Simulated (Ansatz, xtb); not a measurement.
## C2H4N−: which of two isomers lies lower

Structure X: `C=C[NH-]`, a singlet. Structure Y: `CC=[N-]`, a singlet. Both are isolated ions in the gas phase, relaxed with r2SCAN-D4/def2-SVPD; the shapes shown needn't be the lowest conformers.

X (Å):

```xyz
7

C     0.5310    0.3895    0.4438
C     0.3601    1.5521   -0.2971
N    -0.0688   -0.7962    0.2868
H     1.2780    0.5042    1.2712
H    -0.3396    1.5916   -1.1404
H     0.2836   -1.4374    0.9997
H     0.9271    2.4541   -0.0472
```

Y (Å):

```xyz
7

C     0.1942    1.2317   -0.1775
C     0.9578    2.5771   -0.1868
N     0.4851    3.7152   -0.3135
H    -0.8869    1.4108   -0.3036
H     0.5530    0.5656   -0.9901
H     0.3671    0.6833    0.7723
H     2.0997    2.3220   -0.0484
```

Energies in hartree; the thermal terms are from r2SCAN-D4/def2-SVPD harmonic frequencies (ideal gas, rigid rotor, one conformer each, 400 K, 1 atm) and include the zero-point energy:

|  | X | Y |
| --- | --- | --- |
| E, CCSD(T)/def2-SVPD | −132.874471 | −132.859035 |
| E, MP2/def2-SVPD | −132.828922 | −132.809416 |
| E, MP2/def2-TZVPPD | −133.060730 | −133.042010 |
| zero-point energy | 0.053318 | 0.051363 |
| H(400 K) − E | 0.060634 | 0.058773 |
| G(400 K) − E | 0.018532 | 0.015948 |

Correct the CCSD(T) difference for the basis set by the MP2 change, then work out ΔE, ΔE₀, ΔH and ΔG for X → Y in kcal/mol (1 Eh = 627.51 kcal/mol) and the equilibrium ratio [Y]/[X].

1. Differences Y − X: CCSD(T) +0.015436, MP2 in the small set +0.019506, MP2 in the large set +0.018720 Eh.
2. ΔE = +0.015436 + (+0.018720 − (+0.019506)) = +0.014650 Eh = +9.19 kcal/mol.
3. ΔE₀ = ΔE + ΔZPE = +0.014650 + (−0.001955) Eh = +7.97 kcal/mol.
4. ΔH = ΔE + (−0.001861) Eh = +8.03 kcal/mol.
5. ΔG = ΔE + (−0.002584) Eh = +7.57 kcal/mol, so ΔS = (ΔH − ΔG)/T = +4.7 J/(mol K).
6. kT = 1.2667 mEh, so K = [Y]/[X] = exp(−ΔG/kT) = exp(−9.53) ≈ 7.3 × 10^−5.

Structure X is favoured at this temperature. An error of 1 kcal/mol in ΔG would change K by a factor of 3.5. HF/STO-3G gave ΔE the other sign. Large T1 diagnostics make the coupled-cluster value less sure. Mirror images and further conformers aren't counted.

As drawn, Y has 1 C–C, 1 C=N, 1 C–H in place of 1 C=C, 1 C–N, 1 N–H.

Other levels gave ΔE = +12.4 (GFN2-xTB); −3.5 (HF/STO-3G, GFN2-xTB geometries); +13.7 (r2SCAN-D4/def2-SVPD//GFN2-xTB); +13.0 (r2SCAN-D4/def2-SVPD); +10.6 (HF/def2-SVPD); +12.2 (MP2/def2-SVPD); +9.7 (CCSD(T)/def2-SVPD) kcal/mol. The correlated steps freeze 3 core orbitals. Programs: Ansatz 0.2.0, xtb 6.7.1.
